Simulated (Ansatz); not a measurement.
**H₃O+ with N₂: superposition error and deformation**

One table from this session's results is given with a row withheld; the runs are named, their logs left out.

Method: PBE0-D4 structures, single points in def2-TZVPPD; program: Ansatz 0.2.0, Gaussian basis.

Levels: PBE-D4, revPBE-D4, BLYP-D4, r2SCAN-D4, B97M-V, PBE0-D4, B3LYP-D4, HSE06-D4, wB97X-V, wB97M-V, B2PLYP, Hartree-Fock, MP2, CCSD, CCSD(T).

Correlated methods freeze the cores. B3LYP uses VWN-RPA correlation. B2PLYP carries no dispersion term here.

129 further runs of the same task are left out: 129 set aside as unsound or not needed.

### Where the work starts

The relaxed pair: 6 atoms, charge 1, spin multiplicity 1.

Atoms are counted from 1 here; the program's logs count them from 0.

Bond lengths: O1–H2 1.021 Å, O1–H3 0.974 Å, O1–H4 0.974 Å, N5–N6 1.087 Å. Angles: H2–O1–H3 114.0°, H2–O1–H4 114.0°, H3–O1–H4 112.1°.

As a file:

```xyz
6
H3N2O
O    -0.1581    0.1921   -1.0766
H    -0.0346    0.0767   -0.0700
H    -0.8330   -0.3939   -1.4631
H     0.6736    0.1756   -1.5828
N     0.2257   -0.0429    2.6374
N     0.1263   -0.0074    1.5551
```

Atoms 1 to 4 are fragment A (H₃O+), the rest fragment B (N₂). From earlier runs, pair energy (eV) and counterpoise interaction (kcal/mol):

| method | E(pair) | interaction |
| --- | --- | --- |
| PBE-D4 | -5064.84363 | -14.01 |
| revPBE-D4 | -5069.15091 | -12.96 |
| BLYP-D4 | -5069.61271 | -13.16 |
| r2SCAN-D4 | -5067.62665 | -12.71 |
| B97M-V | -5069.10389 | -12.45 |
| PBE0-D4 | -5064.72925 | -13.07 |
| B3LYP-D4 | -5070.45382 | -12.77 |
| HSE06-D4 | -5064.49259 | -13.07 |
| wB97X-V | -5068.66109 | -11.98 |
| wB97M-V | -5068.85646 | -11.79 |
| B2PLYP | -5067.03465 | -12.06 |
| MP2 | -5060.73009 | -11.80 |
| CCSD(T) | -5061.61547 | -11.57 |

First each fragment is run alone in its own basis, frozen in the shape it has in the pair (a, b).

Set-up of the first run:

File a/in.yaml:

```yaml
crystal:
  periodic: [false, false, false]
  atoms:
    - {symbol: O, position_ang: [-0.158090, 0.192052, -1.076635]}
    - {symbol: H, position_ang: [-0.034552, 0.076718, -0.070012]}
    - {symbol: H, position_ang: [-0.832960, -0.393899, -1.463146]}
    - {symbol: H, position_ang: [0.673605, 0.175583, -1.582790]}
basis:
  gaussian: {orbitals: "def2-TZVPPD.json"}
total_charge: 1
hamiltonian: {xc: pbe, dispersion: d4}
```

File b/in.yaml:

```yaml
crystal:
  periodic: [false, false, false]
  atoms:
    - {symbol: N, position_ang: [0.225678, -0.042910, 2.637425]}
    - {symbol: N, position_ang: [0.126319, -0.007445, 1.555058]}
basis:
  gaussian: {orbitals: "def2-TZVPPD.json"}
hamiltonian: {xc: pbe, dispersion: d4}
```

The basis file named in the input lies beside it (Basis Set Exchange, JSON).

The same command starts each run, in its folder.

On the command line:

```console
> ansatz run in.yaml --threads 2 --pin off --events-out ev --progress --plain --max-ram 5222MiB
```

Among the steps run: PBE-D4/def2-TZVPPD; r2SCAN-D4/def2-TZVPPD; PBE0-D4/def2-TZVPPD; B3LYP-D4/def2-TZVPPD; wB97X-V/def2-TZVPPD; wB97M-V/def2-TZVPPD; B2PLYP/def2-TZVPPD; BLYP-D4/def2-TZVPPD; revPBE-D4/def2-TZVPPD; B97M-V/def2-TZVPPD; HSE06-D4/def2-TZVPPD; CCSD(T)/def2-TZVPPD; Relaxing H₃O+ alone; Relaxing N₂ alone.

One table of the session follows, with a row left open; its other results are not shown here.

```
      method  interaction with counterpoise (kcal/mol)
      PBE-D4                                    -14.01
   revPBE-D4                                    -12.96
     BLYP-D4                                    -13.16
   r2SCAN-D4                                    -12.71
      B97M-V                                    -12.45
     PBE0-D4                                    -13.07
    B3LYP-D4                                    -12.77
    HSE06-D4                                    -13.07
     wB97X-V                                    -11.98
     wB97M-V                                    -11.79
      B2PLYP                                    -12.06
Hartree-Fock                                     -8.03
         MP2                                    -11.80
        CCSD                                         ?
     CCSD(T)                                    -11.57
```

**Question.** Estimate the row for CCSD.

**Answer.** interaction with counterpoise (kcal/mol): -10.99. In the column «interaction with counterpoise (kcal/mol)» it lies between CCSD(T) (-11.57) and Hartree-Fock (-8.03).
